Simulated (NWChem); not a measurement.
System: CH$_{2}$ cation, doublet

```xyz
3

C      0.0000     0.0000    -0.0924
H      1.0466     0.0000     0.2772
H     -1.0466     0.0000     0.2772
```
Atoms are numbered in this order, from 1.

All runs: NWChem. Spin-unrestricted. Geometry: optimised at PBE0/def2-SVP, spin-unrestricted. No stability test was run on the SCF state. Level BLYP/def2-TZVP: single points from the atomic guess with DIIS by default; each run changes one setting, and all converged runs end within 0.3 mHa of each other.

Which setting needs the most SCF iterations, or fails (no DIIS, 40 % damping; core-Hamiltonian guess; DIIS on 20 Fock matrices; occupation smearing of 0.005 Ha; defaults; no level shifting)?

no DIIS, 40 % damping, with 13 against 6 for the defaults.
```
setting                          SCF iterations
-------------------------------  --------------
defaults                                      6
occupation smearing of 0.005 Ha               6
core-Hamiltonian guess                        8
DIIS on 20 Fock matrices                      6
no level shifting                             6
no DIIS, 40 % damping                        13
```
